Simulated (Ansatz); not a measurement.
# AlH4 (doublet): the correlation ladder at distance Al1–H4 along a hydrogen transfer = 1.586 Å, 6-31G

Aim: climb from Hartree-Fock through coupled cluster and multireference methods for AlH4 (doublet) at one geometry and basis, and see what each rung misses.

Computed with Ansatz 0.2.0, Gaussian basis. Level: 6-31G, core rule «outside noble gas», up to 5 orbitals frozen.

To be run: UHF; CCSD(T) on ROHF; CCSD(T) on UHF; BCCD(T) on ROHF; CISD; CCSDT(Q) on ROHF; CCSDT(Q) on UHF; CISDTQ; CCSDTQ on ROHF; CCSDTQ on UHF; CASSCF and MRCISD+Q, 3 electrons in 3 orbitals; CASSCF and NEVPT2, 3 electrons in 3 orbitals; CASSCF and MRCISD+Q, 7 electrons in 8 orbitals; CASSCF and NEVPT2, 7 electrons in 8 orbitals; Full CI.

6 further runs of the same task are left out: 1 for a mislabelled method, 4 that didn't finish, 1 set aside as unsound or not needed.

### Step 1. The system

The geometry derives from fragments relaxed apart (PBE0/def2-TZVP) and kept rigid, so it is no stationary point. A hydrogen atom is moved between rigid fragments.

5 atoms, charge 0, spin multiplicity 2.

Atoms are counted from 1 here; the program's logs count them from 0.

Bond lengths: Al1–H2 1.586 Å, Al1–H3 1.586 Å, Al1–H4 1.586 Å. Angles: H2–Al1–H3 120.0°, H2–Al1–H4 120.0°, H3–Al1–H4 120.0°.

### Step 2. UHF

Input file in.yaml:

```yaml
crystal:
  periodic: [false, false, false]
  atoms:
    - {symbol: Al, position_ang: [-0.098281, 0.000000, 0.000000]}
    - {symbol: H, position_ang: [-0.891205, 1.373384, 0.000000]}
    - {symbol: H, position_ang: [-0.891204, -1.373384, 0.000000]}
    - {symbol: H, position_ang: [1.487567, 0.000000, 0.000000]}
    - {symbol: H, position_ang: [2.925719, 0.000000, 0.000000]}
basis:
  gaussian: {orbitals: 6-31G}
magnetization: {spin_polarized: true, initial_magnetization: 1}
hamiltonian: {xc: hf}
output: {orbitals: {seedname: orbitals}}
```

On the command line:

```bash
ansatz run in.yaml --threads 1 --pin off --events-out ev --progress --plain --max-ram 2393MiB
```

After this run come: CCSD(T) on ROHF; CCSD(T) on UHF; BCCD(T) on ROHF; CISD; CCSDT(Q) on ROHF; CCSDT(Q) on UHF; CISDTQ; CCSDTQ on ROHF; CCSDTQ on UHF; CASSCF and MRCISD+Q, 3 electrons in 3 orbitals; CASSCF and NEVPT2, 3 electrons in 3 orbitals; CASSCF and MRCISD+Q, 7 electrons in 8 orbitals; CASSCF and NEVPT2, 7 electrons in 8 orbitals; Full CI.

Before running them: what should the planned runs give, taken together? Wanted: FCI below the RHF energy; RMP2 from FCI; UMP2 from FCI; RCCSD from FCI; RCCSD(T) from FCI; UCCSD(T) from FCI; RCCSDT(Q) from FCI; UCCSDT(Q) from FCI; NEVPT2 pair from FCI.

**Answer**, as computed:

```
                         quantity                                                                                                                                        value
         FCI below the RHF energy                                                                                                                                   -1.7327 eV
                    RMP2 from FCI                                                                                                                                   +535.9 meV
                    UMP2 from FCI                                                                                                                                   +525.5 meV
                   RCCSD from FCI                                                                                                                                    +29.1 meV
                RCCSD(T) from FCI                                                                                                                                    +10.5 meV
                UCCSD(T) from FCI                                                                                                                                    +10.4 meV
               RCCSDT(Q) from FCI                                                                                                                                     +0.4 meV
               UCCSDT(Q) from FCI                                                                                                                                     +0.3 meV
             NEVPT2 pair from FCI                                                                                                                                   +430.4 meV
          NEVPT2 valence from FCI                                                                                                                                   +135.9 meV
        MRCISD+Q valence from FCI                                                                                                                                    +15.8 meV
levels within 1 kcal/mol (43 meV)  RCCSD, UCCSD, RCCSD(T), UCCSD(T), BCCD(T), RCCSDT, UCCSDT, CISDTQ, RCCSDT(Q), UCCSDT(Q), RCCSDTQ, UCCSDTQ, MRCISD valence, MRCISD+Q valence
                    T1 diagnostic                                                                                                                                        0.020
   effectively unpaired electrons                                                                                                                                         1.02
```

RCCSD(T) misses by +10.5 meV, 0.6 % of the correlation energy. One determinant dominates. Of the multireference levels listed MRCISD+Q valence comes nearest in total energy (+15.8 meV), which doesn't show that its space is the better one. These misses are within one basis, not against nature; the frozen cores of restricted and unrestricted runs differ, which can shift their rows.
